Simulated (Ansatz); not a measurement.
# C5H8O: the cost of one run

Program: Ansatz 0.2.0, Gaussian basis. Level of theory: the settings change from run to run. These are calculated values, not measurements.

### 1 The molecule

An earlier PBE0-D4 in a triple-zeta def2 set relaxation fixed the geometry.

SMILES `C1=COCCC1`, 14 atoms, charge 0, spin multiplicity 1.

Atoms are counted from 1 here; the program's logs count them from 0.

Bond lengths: C1–C2 1.331 Å, C1–C6 1.496 Å, C1–H7 1.083 Å, C2–O3 1.352 Å, C2–H8 1.084 Å, O3–C4 1.421 Å, C4–C5 1.514 Å, C4–H9 1.098 Å, C4–H10 1.091 Å, C5–C6 1.523 Å, C5–H11 1.093 Å, C5–H12 1.094 Å, C6–H13 1.095 Å, C6–H14 1.097 Å. Angles: C2–C1–C6 122.0°, C2–C1–H7 118.0°, C6–C1–H7 120.0°, C1–C2–O3 125.6°, C1–C2–H8 123.1°, O3–C2–H8 111.3°, C2–O3–C4 114.4°, O3–C4–C5 112.0°, O3–C4–H9 108.3°, O3–C4–H10 105.7°, C5–C4–H9 110.1°, C5–C4–H10 112.0°, H9–C4–H10 108.5°, C4–C5–C6 109.7°, C4–C5–H11 109.5°, C4–C5–H12 108.7°, C6–C5–H11 111.6°, C6–C5–H12 109.9° and more.

Geometry (Å):

```xyz
14

C    -0.2339    0.5656    1.2948
C    -1.4169    0.2733    0.7597
O    -1.6173   -0.2365   -0.4765
C    -0.4709   -0.2087   -1.3154
C     0.7774   -0.6615   -0.5871
C     1.0508    0.2680    0.5882
H    -0.2176    0.9925    2.2901
H    -2.3549    0.4177    1.2835
H    -0.3394    0.8166   -1.6863
H    -0.7075   -0.8549   -2.1615
H     1.6183   -0.6857   -1.2849
H     0.6216   -1.6828   -0.2265
H     1.7610   -0.1963    1.2798
H     1.5294    1.1927    0.2421
```

### 2 RPA/pcseg-2

This run has coordinates scaled by 1.25, a grid of angular degree 47.

in.yaml

```yaml
crystal:
  periodic: [false, false, false]
  atoms:
    - {symbol: C, position_ang: [-0.292398, 0.706988, 1.618561]}
    - {symbol: C, position_ang: [-1.771183, 0.341587, 0.949676]}
    - {symbol: O, position_ang: [-2.021618, -0.295630, -0.595586]}
    - {symbol: C, position_ang: [-0.588583, -0.260823, -1.644305]}
    - {symbol: C, position_ang: [0.971705, -0.826820, -0.733904]}
    - {symbol: C, position_ang: [1.313541, 0.335047, 0.735217]}
    - {symbol: H, position_ang: [-0.271995, 1.240582, 2.862574]}
    - {symbol: H, position_ang: [-2.943590, 0.522182, 1.604369]}
    - {symbol: H, position_ang: [-0.424232, 1.020689, -2.107916]}
    - {symbol: H, position_ang: [-0.884426, -1.068662, -2.701863]}
    - {symbol: H, position_ang: [2.022889, -0.857179, -1.606102]}
    - {symbol: H, position_ang: [0.776977, -2.103468, -0.283120]}
    - {symbol: H, position_ang: [2.201248, -0.245374, 1.599801]}
    - {symbol: H, position_ang: [1.911693, 1.490892, 0.302586]}
basis:
  gaussian: {orbitals: pcseg-2, final_grid: {core_spheres: 20, valence_spheres: 16, degree: 47}}
hamiltonian: {xc: {name: HF}}
correlation: {method: rpa}
```

Command:

```console
> ansatz run in.yaml --threads 4 --pin off --events-out ev --progress --plain --max-ram 10444MiB
```

What time and memory should one allow on 4 threads of Arm Neoverse V2, shared host?

About 5.5 s, with a peak of 0.77 GiB.
